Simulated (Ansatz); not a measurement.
# SiNHF+ (quintet): wave-function methods side by side, cc-pVDZ

The task here is to estimate one member of a computed series from the others.

Method: cc-pVDZ, core rule «outside noble gas», up to 7 orbitals frozen; program: Ansatz 0.2.0, Gaussian basis.

The runs, in order: UHF; CCSD(T) on ROHF; CCSD(T) on UHF; BCCD(T) on ROHF; CISD; CCSDT(Q) on ROHF; CCSDT(Q) on UHF.

7 further runs of the same task are left out: 2 for a known fault of the program, 5 set aside as unsound or not needed.

## The geometry

The geometry is a PBE0/def2-TZVP stationary point (not a proven minimum) of the parent state, kept for this charge and spin.

4 atoms, charge 1, spin multiplicity 5.

Atoms are counted from 1 here; the program's logs count them from 0.

Bond lengths: F1–Si3 1.600 Å, N2–Si3 1.831 Å, Si3–H4 1.500 Å. Angles: F1–Si3–N2 105.3°, F1–Si3–H4 106.8°, N2–Si3–H4 106.4°.

Set-up of the first run:

Contents of in.yaml:

```yaml
crystal:
  periodic: [false, false, false]
  atoms:
    - {symbol: F, position_ang: [0.072839, -0.480480, 1.191357]}
    - {symbol: N, position_ang: [0.078200, -0.504380, -1.538768]}
    - {symbol: Si, position_ang: [-0.125489, 0.523752, -0.037976]}
    - {symbol: H, position_ang: [1.037026, 1.471534, -0.014144]}
basis:
  gaussian: {orbitals: cc-pVDZ}
total_charge: 1
magnetization: {spin_polarized: true, initial_magnetization: 4}
hamiltonian: {xc: hf}
output: {orbitals: {seedname: orbitals}}
```

The run is started by

```bash
$ ansatz run in.yaml --threads 1 --pin off --events-out ev --progress --plain --max-ram 2560MiB --backend cpu
```

Steps of the session up to this table: UHF; CCSD(T) on ROHF; CCSD(T) on UHF; BCCD(T) on ROHF; CISD; CCSDT(Q) on ROHF; CCSDT(Q) on UHF.

One of the session's tables, all rows but one given; the rest of the session is left out.

```
   method  from UCCSDT(Q) (kcal/mol)
     ROHF                          ?
      UHF                    +227.68
     RMP2                     +26.02
     UMP2                     +24.90
     CISD                     +24.66
    RCCSD                      +6.03
    UCCSD                      +5.92
 RCCSD(T)                      +1.30
 UCCSD(T)                      +1.23
  BCCD(T)                      +1.16
   RCCSDT                      +0.51
   UCCSDT                      +0.46
RCCSDT(Q)                      +0.17
UCCSDT(Q)                          0
```

Estimate the missing values for ROHF.

**Answer.** from UCCSDT(Q) (kcal/mol): +231.04. In the column «from UCCSDT(Q) (kcal/mol)» it is the highest.

Caveats from the session: Restricted and unrestricted rows rest on different reference determinants; where their highest levels disagree by more than a few hundredths of an eV, they describe different states and don't form one ladder.
